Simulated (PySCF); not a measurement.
A structure optimised at GFN2-xTB (Å):
```
atom  x, y, z in Å
C1     1.4506    0.0267    0.1791
C2     0.1520    0.0039    0.0150
C3    -1.1549    0.6308   -0.0205
C4    -1.1008   -0.6682   -0.2700
H5     2.0453   -0.8646    0.0771
H6     1.9710    0.9374    0.4212
H7    -1.7408    1.5124    0.0821
H8    -1.6132   -1.5691   -0.5085
```

Charge 0, singlet.

(1) Which heavy atoms are bonded, and with what formal order?

(2) Which species is it?

(3) What is the point group of this geometry?

(4) Which rings does it hold (smallest set)?

(5) Classify the heavy atoms.

(6) What is the arrangement about C1?

(7) What is the arrangement about C2?

Answers

(1) C1–C2 1.31 Å (double); C2–C3 1.45 Å (single); C3–C4 1.32 Å (double); C2–C4 1.45 Å (single). Bonds to hydrogen (Å): C1–H5 1.08; C1–H6 1.08; C3–H7 1.06; C4–H8 1.06.

(2) `C=C1C=C1`, C4H4, methylenecyclopropene. Among its features: C=C double bond and cyclopropene ring.

(3) C2v (tolerance 0.08 Å).

(4) C2–C3–C4 (3 members).

(5) C1: terminal =CH2 carbon; C2: fully substituted alkene carbon; C3/C4: alkene CH carbon.

(6) It has 3 neighbours (C2, H5, H6) and is planar (angles 121.5°, 121.5° and 117.0°, sum 360.0°, 0.00 Å off the plane of its three neighbours).

(7) It has 3 neighbours (C1, C3, C4) and has angles 152.8°, 152.8° and 54.3°, sum 360.0°, 0.00 Å off the plane of its three neighbours.

The numbers are calculated, not measured.
